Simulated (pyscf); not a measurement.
:HSi–PH₂ [singlet] + H₂O → HO–Si:–PH₂ [singlet] + H₂, a four-centre exchange (singlet surface; H–Si, H–O broken, O–Si, H–H formed). Single points on ωB97X-D3(BJ)/def2-SVP structures (PySCF, gas phase). Energies in eV from the separated reactants.

Small-basis levels: PySCF, no dispersion term, spherical d functions. AM1 to PM7: differences of heats of formation from MOPAC, which are fitted to 298 K values and so differ in kind from electronic energies by zero-point and thermal terms. Cost: rough CPU time at the saddle relative to B3LYP/6-31G*, from one job on a shared machine.

```tsv
level	barrier	reaction energy	cost
MP2/6-31G*	0.62	-1.29	0.1
B3LYP/3-21G	-0.07	-1.59	0.7
B3LYP/LANL2DZ	0.79	-0.91	0.7
B3LYP/6-31G*	0.45	-1.18	1
B3LYP/def2-SVP	0.30	-1.04	1
PM3	0.14	-2.19	under 0.02
PM6	0.62	-1.42	under 0.02
ωB97M-D3(BJ)/def2-TZVP	0.33	-1.14	–
```

Against the last row the barrier runs from -0.39 (B3LYP/3-21G) to +0.47 eV (B3LYP/LANL2DZ). At B3LYP/3-21G this geometry lies under one side, so the entry may be no barrier of that level: it is a single point on another level's saddle. ωB97M-D3(BJ)/def2-TZVP has limits of its own. On the reactant side the descent ends in an adduct with a O–Si contact, 0.70 eV under the separated species and 1.03 eV under the saddle at ωB97X-D3(BJ)/def2-TZVP. What is counted as formed (O–Si) is already present as a longer contact in the reactant adduct; forming that adduct is a step of its own. At the saddle there is also a short H–Si contact that neither side keeps. :HSi–PH₂ [singlet] lies 0.50 eV over its isomer H₂Si=PH (electronic energy, ωB97M-D3(BJ)/def2-TZVP). This is the saddle that the search found; another between the same sides may lie lower.
